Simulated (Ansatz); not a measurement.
`C=CCCCC` → `C/C=C/CCC`  (isomerisation)

Gas-phase electronic energies from Ansatz, PBE0-D4/def2-TZVP geometries. CCSD(T)/CBS adds triple-zeta CCSD(T) − MP2 to the extrapolated MP2 energy (def2 sets, frozen cores). Functionals use def2-TZVPP. B3LYP here is the variant with VWN-RPA as its local correlation; programs differ in this. One conformer a species, not always the lowest.

(1) Is it downhill or uphill in electronic energy at CCSD(T)/CBS, and by how much? (Best estimate.)

(2) What do these levels give: B3LYP-D4, ωB97X-V, PBE, SCS-MP2/def2-TZVPP, SCS-MP2/def2-QZVPP, HF/CBS(def2)? (An estimate is asked.)

Largest T1 diagnostic among the species: 0.009.

## Answers

(1) Ansatz gave: Downhill: ΔE = -0.10 eV.

(2) Computed: B3LYP-D4 -0.14, ωB97X-V -0.12, PBE -0.18, SCS-MP2/def2-TZVPP -0.12, SCS-MP2/def2-QZVPP -0.12, HF/CBS(def2) -0.14 eV.

The D4 term adds +0.04 eV with B3LYP and +0.02 eV with PBE0; it sums over pairs of atoms, weighted by their polarisabilities, and B3LYP, whose exchange is more repulsive, gets the larger term.
